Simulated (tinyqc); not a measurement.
G0W0 on RHF in the sto-6g basis, for OH-, spin multiplicity 1, step by step. The basis has no diffuse functions, so it cannot describe the extra electron: this is an exercise in the method, not the real anion. Computed by tinyqc, a small Python program that keeps every step (integrals from PySCF). Settings: charge = -1, multiplicity = 1, basis = sto-6g, method = RHF, energy threshold = 1e-10, iteration cap = 83, orthogonalisation = symmetric, start = core, DIIS depth = 6. Command: `OMP_NUM_THREADS=1 python tinyqc.py 30274 30275 out.jsonl` (the two numbers bound the seeds that draw the settings). One thread of a shared host (Intel(R) Xeon(R) Processor @ 2.60GHz), about 0.1 s of CPU time with the checks. The early iterations of the SCF are left out here.

## One-electron integrals

Geometry (angstrom):
```
atom       x       y       z
O     0.0000  0.0000  0.0000
H     0.0000  0.0000  1.2990
```

Basis sto-6g: exponents (1/bohr^2) and contraction coefficients of normalised primitives:
```
element  l (shell)   exponent  coefficient
O            s (1)  1355.5842       0.0092
O            s (1)   248.5449       0.0494
O            s (1)    69.5339       0.1685
O            s (1)    23.8868       0.3706
O            s (1)     9.2759       0.4165
O            s (1)     3.8203       0.1303
O            s (2)    52.1878      -0.0133
O            s (2)    10.3293      -0.0470
O            s (2)     3.2103      -0.0338
O            s (2)     1.2351       0.2502
O            s (2)     0.5364       0.5951
O            s (2)     0.2459       0.2407
O            p (3)    52.1878       0.0038
O            p (3)    10.3293       0.0377
O            p (3)     3.2103       0.1739
O            p (3)     1.2351       0.4180
O            p (3)     0.5364       0.4259
O            p (3)     0.2459       0.1017
H            s (1)    35.5232       0.0092
H            s (1)     6.5131       0.0494
H            s (1)     1.8221       0.1685
H            s (1)     0.6260       0.3706
H            s (1)     0.2431       0.4165
H            s (1)     0.1001       0.1303
```

Overlap, kinetic and nuclear-attraction integrals over the contracted functions; the nuclear repulsion is the sum of Za Zb / Rab.

nuclear repulsion = 3.258982 hartree

overlap S:
```
         1O 1s   1O 2s  1O 2px  1O 2py  1O 2pz   2H 1s
1O 1s   1.0000  0.2311  0.0000  0.0000  0.0000  0.0252
1O 2s   0.2311  1.0000  0.0000  0.0000  0.0000  0.2841
1O 2px  0.0000  0.0000  1.0000  0.0000  0.0000  0.0000
1O 2py  0.0000  0.0000  0.0000  1.0000  0.0000  0.0000
1O 2pz  0.0000  0.0000  0.0000  0.0000  1.0000  0.2651
2H 1s   0.0252  0.2841  0.0000  0.0000  0.2651  1.0000
```

kinetic energy T (hartree):
```
          1O 1s    1O 2s  1O 2px  1O 2py  1O 2pz    2H 1s
1O 1s   29.3272  -0.8960  0.0000  0.0000  0.0000  -0.0064
1O 2s   -0.8960   0.8426  0.0000  0.0000  0.0000   0.0190
1O 2px   0.0000   0.0000  2.5313  0.0000  0.0000   0.0000
1O 2py   0.0000   0.0000  0.0000  2.5313  0.0000   0.0000
1O 2pz   0.0000   0.0000  0.0000  0.0000  2.5313   0.0923
2H 1s   -0.0064   0.0190  0.0000  0.0000  0.0923   0.7685
```

nuclear attraction V (hartree):
```
           1O 1s    1O 2s   1O 2px   1O 2py   1O 2pz    2H 1s
1O 1s   -61.6657  -6.2454   0.0000   0.0000  -0.0089  -0.7769
1O 2s    -6.2454  -9.4071   0.0000   0.0000  -0.1054  -1.9333
1O 2px    0.0000   0.0000  -9.3873   0.0000   0.0000   0.0000
1O 2py    0.0000   0.0000   0.0000  -9.3873   0.0000   0.0000
1O 2pz   -0.0089  -0.1054   0.0000   0.0000  -9.4454  -1.5956
2H 1s    -0.7769  -1.9333   0.0000   0.0000  -1.5956  -4.4686
```

core Hamiltonian H = T + V (hartree):
```
           1O 1s    1O 2s   1O 2px   1O 2py   1O 2pz    2H 1s
1O 1s   -32.3385  -7.1415   0.0000   0.0000  -0.0089  -0.7833
1O 2s    -7.1415  -8.5645   0.0000   0.0000  -0.1054  -1.9142
1O 2px    0.0000   0.0000  -6.8560   0.0000   0.0000   0.0000
1O 2py    0.0000   0.0000   0.0000  -6.8560   0.0000   0.0000
1O 2pz   -0.0089  -0.1054   0.0000   0.0000  -6.9141  -1.5033
2H 1s    -0.7833  -1.9142   0.0000   0.0000  -1.5033  -3.7001
```

## Two-electron integrals

Functions are numbered as in S; the eight-fold symmetry (ij|kl) = (ji|kl) = (kl|ij) leaves the list below.

Two-electron integrals (ij|kl) in chemists' order, unique and non-zero (hartree):
```
(11|11) 4.7875   (21|11) 0.6759   (21|21) 0.1215   (22|11) 1.1174
(22|21) 0.2492   (22|22) 0.8174   (31|31) 0.0258   (32|31) 0.0391
(32|32) 0.1807   (33|11) 1.1174   (33|21) 0.2492   (33|22) 0.8174
(33|33) 0.8807   (41|41) 0.0258   (42|41) 0.0391   (42|42) 0.1807
(43|43) 0.0475   (44|11) 1.1174   (44|21) 0.2492   (44|22) 0.8174
(44|33) 0.7857   (44|44) 0.8807   (51|51) 0.0258   (52|51) 0.0391
(52|52) 0.1807   (53|53) 0.0475   (54|54) 0.0475   (55|11) 1.1174
(55|21) 0.2492   (55|22) 0.8174   (55|33) 0.7857   (55|44) 0.7857
(55|55) 0.8807   (61|11) 0.0782   (61|21) 0.0135   (61|22) 0.0271
(61|33) 0.0271   (61|44) 0.0271   (61|51) 0.0007   (61|52) 0.0013
(61|55) 0.0272   (61|61) 0.0015   (62|11) 0.2167   (62|21) 0.0491
(62|22) 0.1819   (62|33) 0.1788   (62|44) 0.1788   (62|51) 0.0040
(62|52) 0.0308   (62|55) 0.1882   (62|61) 0.0055   (62|62) 0.0536
(63|31) 0.0051   (63|32) 0.0298   (63|53) 0.0062   (63|63) 0.0070
(64|41) 0.0051   (64|42) 0.0298   (64|54) 0.0062   (64|64) 0.0070
(65|11) 0.1695   (65|21) 0.0389   (65|22) 0.1535   (65|33) 0.1469
(65|44) 0.1469   (65|51) 0.0077   (65|52) 0.0535   (65|55) 0.1666
(65|61) 0.0045   (65|62) 0.0549   (65|65) 0.0625   (66|11) 0.4035
(66|21) 0.0932   (66|22) 0.3964   (66|33) 0.3825   (66|44) 0.3825
(66|51) 0.0083   (66|52) 0.0918   (66|55) 0.4242   (66|61) 0.0105
(66|62) 0.1588   (66|65) 0.1847   (66|66) 0.7750
```

## Orthogonalisation

S = U s U^T; symmetric (Loewdin) form X = U s^(-1/2) U^T, so that X^T S X = 1.

eigenvalues of S: 0.5807  0.8468  1.0000  1.0000  1.1330  1.4395

X:
```
          1O 1s    1O 2s  1O 2px  1O 2py   1O 2pz    2H 1s
1O 1s    1.0213  -0.1235  0.0000  0.0000  -0.0035   0.0145
1O 2s   -0.1235   1.0566  0.0000  0.0000   0.0326  -0.1605
1O 2px   0.0000   0.0000  1.0000  0.0000   0.0000   0.0000
1O 2py   0.0000   0.0000  0.0000  1.0000   0.0000   0.0000
1O 2pz  -0.0035   0.0326  0.0000  0.0000   1.0297  -0.1469
2H 1s    0.0145  -0.1605  0.0000  0.0000  -0.1469   1.0643
```

## Iteration 7 (converged): orbitals

converged F (hartree):
```
           1O 1s    1O 2s  1O 2px  1O 2py   1O 2pz    2H 1s
1O 1s   -19.7729  -4.8015  0.0000  0.0000  -0.0139  -0.5289
1O 2s    -4.8015  -1.7136  0.0000  0.0000   0.0180  -0.4085
1O 2px    0.0000   0.0000  0.1724  0.0000   0.0000   0.0000
1O 2py    0.0000   0.0000  0.0000  0.1724   0.0000   0.0000
1O 2pz   -0.0139   0.0180  0.0000  0.0000   0.5411  -0.2486
2H 1s    -0.5289  -0.4085  0.0000  0.0000  -0.2486   0.0917
```

Diagonalise F' = X^T F X, C = X C', fill 5 alpha and 5 beta electrons from the bottom; D = 2 C_occ C_occ^T. Each column has its largest component positive (the first on a tie).

F' = X^T F X (hartree):
```
          1        2       3       4        5        6
1  -19.4548  -2.4651  0.0000  0.0000  -0.0348  -0.0450
2   -2.4651  -0.8371  0.0000  0.0000   0.1092  -0.2776
3    0.0000   0.0000  0.1724  0.0000   0.0000   0.0000
4    0.0000   0.0000  0.0000  0.1724   0.0000   0.0000
5   -0.0348   0.1092  0.0000  0.0000   0.6546  -0.3929
6   -0.0450  -0.2776  0.0000  0.0000  -0.3929   0.2915
```

orbital energies (hartree): MO1 -19.7760, MO2 -0.5979, MO3 0.0819, MO4 0.1724, MO5 0.1724, MO6 0.9462

coefficients C:
```
            MO1      MO2      MO3     MO4      MO5      MO6
1O 1s    0.9969  -0.2402   0.0667  0.0000   0.0000  -0.0516
1O 2s    0.0134   0.9706  -0.3621  0.0000   0.0000   0.2918
1O 2px   0.0000   0.0000   0.0000  0.9994  -0.0342   0.0000
1O 2py   0.0000   0.0000   0.0000  0.0342   0.9994   0.0000
1O 2pz   0.0012  -0.0059   0.4759  0.0000   0.0000   0.9254
2H 1s   -0.0023   0.1560   0.7811  0.0000   0.0000  -0.7388
```

D after iteration 7:
```
          1O 1s    1O 2s  1O 2px  1O 2py   1O 2pz    2H 1s
1O 1s    2.1119  -0.4880  0.0000  0.0000   0.0688   0.0247
1O 2s   -0.4880   2.1467  0.0000  0.0000  -0.3561  -0.2629
1O 2px   0.0000   0.0000  2.0000  0.0000   0.0000   0.0000
1O 2py   0.0000   0.0000  0.0000  2.0000   0.0000   0.0000
1O 2pz   0.0688  -0.3561  0.0000  0.0000   0.4531   0.7416
2H 1s    0.0247  -0.2629  0.0000  0.0000   0.7416   1.2689
```

Within a degenerate level the vectors are fixed only up to a rotation; this is one choice.

## Convergence

Stop when the energy changes by less than 1e-10 hartree and every element of the error matrix X^T (F D S - S D F) X is below 3e-06.

Course of the cycle:
```
iteration  E (hartree)     change  largest element of the error matrix
1           -73.664944          -                             4.95e-01
2           -74.689418  -1.02e+00                             2.37e-01
3           -74.757181  -6.78e-02                             7.23e-02
4           -74.763464  -6.28e-03                             4.47e-03
5           -74.763475  -1.12e-05                             9.62e-04
6           -74.763476  -6.30e-07                             1.15e-05
7           -74.763476  -7.89e-11                             1.95e-07
```

PySCF RHF in the same basis = -74.763476 hartree

Converged in 7 iterations.

## Integrals over molecular orbitals

(pq|rs) = sum C_ip C_jq C_kr C_ls (ij|kl), one index at a time.

one-electron integrals over orbitals h = C^T H C (hartree):
```
          1        2        3        4        5        6
1  -32.3258   0.6251  -0.1705   0.0000   0.0000   0.1359
2    0.6251  -7.2113   0.6564   0.0000   0.0000  -0.6673
3   -0.1705   0.6564  -4.8261   0.0000   0.0000  -1.5821
4    0.0000   0.0000   0.0000  -6.8560   0.0000   0.0000
5    0.0000   0.0000   0.0000   0.0000  -6.8560   0.0000
6    0.1359  -0.6673  -1.5821   0.0000   0.0000  -5.7760
```

Two-electron integrals over orbitals (pq|rs), unique and non-zero (hartree):
```
(11|11) 4.7637      (21|11) -0.4662     (21|21) 0.0732      (22|11) 1.0825
(22|21) -0.0205     (22|22) 0.7517      (31|11) 0.1322      (31|21) -0.0209
(31|22) 0.0064      (31|31) 0.0125      (32|11) -0.1706     (32|21) 0.0060
(32|22) -0.0706     (32|31) 0.0089      (32|32) 0.1077      (33|11) 0.6458
(33|21) -0.0049     (33|22) 0.5422      (33|31) -1.81e-04   (33|32) 0.0294
(33|33) 0.6132      (41|41) 0.0267      (42|41) 0.0347      (42|42) 0.1622
(43|41) -0.0089     (43|42) -0.0368     (43|43) 0.0252      (44|11) 1.1171
(44|21) -0.0126     (44|22) 0.7794      (44|31) 0.0034      (44|32) -0.0921
(44|33) 0.5224      (44|44) 0.8807      (51|51) 0.0267      (52|51) 0.0347
(52|52) 0.1622      (53|51) -0.0089     (53|52) -0.0368     (53|53) 0.0252
(54|54) 0.0475      (55|11) 1.1171      (55|21) -0.0126     (55|22) 0.7794
(55|31) 0.0034      (55|32) -0.0921     (55|33) 0.5224      (55|44) 0.7857
(55|55) 0.8807      (61|11) -0.1038     (61|21) 0.0164      (61|22) -0.0036
(61|31) 0.0073      (61|32) 0.0200      (61|33) -0.0037     (61|44) -0.0027
(61|55) -0.0027     (61|61) 0.0255      (62|11) 0.1348      (62|21) -0.0044
(62|22) 0.0688      (62|31) 0.0158      (62|32) 0.0587      (62|33) 0.0031
(62|44) 0.0734      (62|55) 0.0734      (62|61) 0.0246      (62|62) 0.1137
(63|11) 0.3137      (63|21) -0.0043     (63|22) 0.1696      (63|31) -0.0023
(63|32) -0.1002     (63|33) -0.0283     (63|44) 0.1853      (63|55) 0.1853
(63|61) -0.0077     (63|62) 0.0151      (63|63) 0.1875      (64|41) 0.0067
(64|42) 0.0275      (64|43) 0.0158      (64|64) 0.0378      (65|51) 0.0067
(65|52) 0.0275      (65|53) 0.0158      (65|65) 0.0378      (66|11) 0.9453
(66|21) -0.0112     (66|22) 0.6768      (66|31) 0.0090      (66|32) -0.0026
(66|33) 0.5986      (66|44) 0.6708      (66|55) 0.6708      (66|61) 0.0081
(66|62) 0.0740      (66|63) 0.0851      (66|66) 0.7052
```

## Screening: direct RPA

With D = e_a - e_i and K = (ia|jb): diagonalise D^(1/2) (D + 4K) D^(1/2) = Z w^2 Z^T; X + Y = D^(1/2) Z w^(-1/2), each column of Z with its largest component positive (the first on a tie); E_c = (sum w - tr (D + 2K)) / 2.

D^(1/2) (D + 4K) D^(1/2) (hartree^2):
```
          1>6     2>6      3>6     4>6     5>6
1>6  431.5266  0.5575  -0.1299  0.0000  0.0000
2>6    0.5575  3.0863   0.0696  0.0000  0.0000
3>6   -0.1299  0.0696   1.3953  0.0000  0.0000
4>6    0.0000  0.0000   0.0000  0.7159  0.0000
5>6    0.0000  0.0000   0.0000  0.0000  0.7159
```

excitation energies w (hartree): 0.8461  0.8461  1.1800  1.7574  20.7732

X + Y:
```
           1       2        3        4        5
1>6   0.0000  0.0000   0.0015  -0.0044   0.9988
2>6   0.0000  0.0000  -0.0471   0.9366   0.0004
3>6   0.0000  0.0000   0.8552   0.0289  -0.0001
4>6  -0.0015  0.9563   0.0000   0.0000   0.0000
5>6   0.9563  0.0015   0.0000   0.0000   0.0000
```

RPA correlation energy = -0.040070 hartree

Within a degenerate level the vectors are fixed only up to a rotation; this is one choice.

## G0W0 on Hartree-Fock: HOMO

W(p,q,m) = sqrt2 sum_ia (pq|ia) (X+Y)_ia,m; Sigma_c(x) = sum_(i,m) W^2/(x - e_i + w_m) + sum_(a,m) W^2/(x - e_a - w_m); solve x = e_p + Sigma_c(x) by Newton steps; Z = 1/(1 - dSigma/dx); 1 hartree = 27.211386 eV.

The 12 largest terms at x = e_p (hartree; W for the signs of X + Y given):
```
q  m         W       term
5  3    0.2193     0.0407
5  4    0.1048     0.0063
6  1    0.0512    -0.0016
2  1    0.0371     0.0009
3  1    0.0214   4.87e-04
1  1    0.0091   3.97e-06
5  5   -0.0038   6.94e-07
6  2  7.86e-05  -3.81e-09
2  2  5.70e-05   2.01e-09
3  2  3.28e-05   1.15e-09
1  2  1.40e-05          0
```

Newton steps (hartree):
```
step       x  Sigma_c(x)       Z
0     0.1724      0.0467  0.9614
1     0.2173      0.0450  0.9639
2     0.2174      0.0450  0.9639
```

quasiparticle energy of the HOMO = 5.9157 eV

Hartree-Fock value = 4.6919 eV

## G0W0 on Hartree-Fock: LUMO

As before.

The 12 largest terms at x = e_p (hartree; W for the signs of X + Y given):
```
q  m       W       term
3  3  0.2257     0.0249
6  3  0.0980    -0.0081
2  4  0.1510     0.0069
6  4  0.1014    -0.0058
4  2  0.0512     0.0016
5  1  0.0512     0.0016
3  4  0.0276   2.92e-04
2  5  0.0349   5.44e-05
1  4  0.0322   4.60e-05
2  3  0.0107   4.20e-05
1  5  0.0361   3.14e-05
6  5  0.0115  -6.33e-06
```

Newton steps (hartree):
```
step       x  Sigma_c(x)       Z
0     0.9462      0.0215  0.9741
1     0.9672      0.0210  0.9741
2     0.9672      0.0210  0.9741
```

quasiparticle energy of the LUMO = 26.3193 eV

Hartree-Fock value = 25.7485 eV
